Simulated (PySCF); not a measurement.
# Ways to converge the SCF of ClF

Aim: find out which solver settings change the answer for ClF.

Program: PySCF 2.14.0. Level of theory: method and basis as typed in the scripts. These are calculated values, not measurements.

1 further run of the same task is left out (it didn't finish).

## (1) Starting geometry

ClF: 2 atoms, charge 0, spin multiplicity 1.

Bond lengths: Cl1–F2 1.585 Å.

## (2) The base run

input.py reads:

```python
from pyscf import gto, dft

mol = gto.M(
    atom='Cl 0 0 0; F 0 0 1.585',
    basis='sto-3g',
    charge=0,
    spin=0,
    verbose=4,
)
mf = dft.RKS(mol, xc='camb3lyp')
mf.kernel()
mf.analyze()
print('orbital energies (hartree):', mf.mo_energy[..., max(0, mol.nelec[1]-3):mol.nelec[0]+3].round(4))
```

On the command line:

```console
$ python input.py
```

The log of this run is left out.

In short: E(SCF) = -553.432189 Eh, 6 cycles, μ = 0.44 D.

The bond length is a typed value, not an optimised one.

## (3) Smearing width 0.001 hartree

Edit 1 changes smearing width: none → 0.001 hartree.

input.py reads:

```python
from pyscf import gto, dft, scf

mol = gto.M(
    atom='Cl 0 0 0; F 0 0 1.585',
    basis='sto-3g',
    charge=0,
    spin=0,
    verbose=4,
)
mf = dft.RKS(mol, xc='camb3lyp')
mf = scf.addons.smearing_(mf, sigma=0.001, method='fermi')
mf.kernel()
mf.analyze()
print('orbital energies (hartree):', mf.mo_energy[..., max(0, mol.nelec[1]-3):mol.nelec[0]+3].round(4))
```

On the command line:

```console
$ python input.py
```

## (4) Convergence threshold 0.001 hartree

Edit 2 changes convergence threshold: default → 0.001 hartree.

input.py: that of step 2 with these lines changed.

```diff
@@ -10,2 +10,3 @@
 mf = dft.RKS(mol, xc='camb3lyp')
+mf.conv_tol = 0.001
 mf.kernel()
```

## (5) Convergence threshold 1e-16 hartree

Edit 3 changes convergence threshold: default → 1e-16 hartree.

input.py: that of step 2 with these lines changed.

```diff
@@ -10,2 +10,3 @@
 mf = dft.RKS(mol, xc='camb3lyp')
+mf.conv_tol = 1e-16
 mf.kernel()
```

**Question.** What will these runs give? Wanted: for each run, E(SCF); from base; gap; SCF dipole.

The runs gave:

| run | E(SCF) (hartree) | from base (eV) | cycles | gap (eV) | SCF dipole (D) |
| --- | --- | --- | --- | --- | --- |
| base | -553.432189 | 0 | 6 | 11.12 | 0.44 |
| smearing width 0.001 hartree | -553.432189 | 0.0000 | 6 | n/a | 0.44 |
| convergence threshold 0.001 hartree | -553.432189 | 0.0000 | 4 | 11.12 | 0.44 |
| convergence threshold 1e-16 hartree | -553.432189 | 0.0000 | 10 | 11.12 | 0.44 |

Distance from each run's final energy (log10 hartree) by cycle:

```
                                run  cycle 1  cycle 2  cycle 3  cycle 5  cycle 8  cycle 12
                               base     -1.9     -2.7     -4.0    < -11     done      done
       smearing width 0.001 hartree     -1.9     -2.7     -4.0    < -11     done      done
convergence threshold 0.001 hartree     -1.9     -2.7     -4.0     done     done      done
convergence threshold 1e-16 hartree     -1.9     -2.7     -4.0    < -11    < -11      done
```

What this shows: The SCF energy stays the same, to the digits that matter, with smearing width 0.001 hartree or convergence threshold 0.001 hartree or convergence threshold 1e-16 hartree.
